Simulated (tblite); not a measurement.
Compound: ethanamine, C2H7N.
Bonds: C1–C2, C2–N3. Hydrogens: H4, H5, H6 on C1; H7, H8 on C2; H9, H10 on N3.

Computed with GFN2-xTB (tblite), gas phase: Langevin dynamics at 600 K from the optimised GFN2-xTB geometry, time step 0.5 fs, friction 0.01 fs⁻¹, 2000 steps. The instantaneous temperature is 2·E(kin)/(3Nk) with all 3N coordinates.

```tsv
t (fs)	T (K)	E(pot) above start (eV)	C1–C2 (Å)	C2–N3 (Å)	C1–H4 (Å)
0	508	0.000	1.532	1.452	1.087
25	355	0.451	1.610	1.458	1.141
50	616	0.403	1.553	1.460	1.132
75	541	0.532	1.450	1.450	1.061
100	616	0.529	1.530	1.488	1.094
125	350	0.708	1.555	1.475	1.117
150	326	0.749	1.539	1.527	1.107
175	533	0.593	1.486	1.527	1.076
200	662	0.487	1.451	1.400	1.088
225	574	0.600	1.586	1.444	1.091
250	500	0.924	1.651	1.488	1.109
275	961	0.503	1.503	1.473	1.122
300	860	0.476	1.448	1.502	1.063
325	591	0.525	1.592	1.499	1.071
350	316	0.778	1.600	1.402	1.079
375	446	0.362	1.558	1.474	1.083
400	630	0.404	1.525	1.525	1.054
425	673	0.426	1.454	1.429	1.073
450	575	0.519	1.499	1.463	1.152
475	498	0.683	1.571	1.498	1.177
500	694	0.497	1.500	1.466	1.092
525	792	0.541	1.513	1.510	1.027
550	554	0.776	1.542	1.536	1.083
575	639	0.725	1.528	1.425	1.124
600	676	0.426	1.512	1.454	1.071
625	457	0.659	1.521	1.538	1.068
650	491	0.639	1.442	1.532	1.106
675	742	0.706	1.512	1.455	1.055
700	703	0.759	1.632	1.504	1.122
725	897	0.527	1.566	1.390	1.133
750	874	0.722	1.493	1.466	1.038
775	881	0.577	1.511	1.528	1.085
800	546	0.765	1.553	1.538	1.130
825	707	0.601	1.562	1.497	1.099
850	594	0.701	1.577	1.434	1.033
875	805	0.620	1.533	1.407	1.098
900	838	0.404	1.572	1.475	1.086
925	659	0.904	1.501	1.501	1.138
950	567	0.873	1.498	1.490	1.137
975	582	0.748	1.616	1.479	1.019
1000	642	0.645	1.557	1.423	1.075
```

Problem. From 500 fs on, how do temperature and potential energy compare with equipartition?

Solution. The mean temperature of these 21 frames is 683 K against the target 600 K, and the mean potential energy 0.66 eV against 24 × kT/2 = 0.62 eV for 24 classical harmonic modes. For 10 atoms in a canonical ensemble the temperature itself scatters by T·√(2/(3N)) = 155 K; here its standard deviation is 126 K. The whole run lasts only 10 friction times of 100 fs, so these averages carry a wide statistical error.

Problem. What are the kinetic and total energies of the listed frame with the highest potential energy?

Solution. The one at 250 fs, 0.924 eV above the start. Its kinetic energy is 3NkT/2 = 0.646 eV at 500 K, so the sum is 1.57 eV; over the listed frames the sum runs from 0.66 to 1.85 eV, since the thermostat adds and removes energy.

Problem. How much do the listed bonds fluctuate from 500 fs on?

Solution. 
```csv
bond,at the start (Å),mean (Å),standard deviation (Å)
C1–C2,1.532,1.535,0.043
C2–N3,1.452,1.478,0.044
C1–H4,1.087,1.087,0.036
```

The motion is classical and holds no zero-point motion.

The cost below is that of the whole dynamics run. Time: 14 s of wall time; peak memory 0.19 GiB. Hardware: an Intel Xeon at 2.50 GHz with one thread, no GPU, shared host with 64 logical CPUs at a one-minute load of 57.
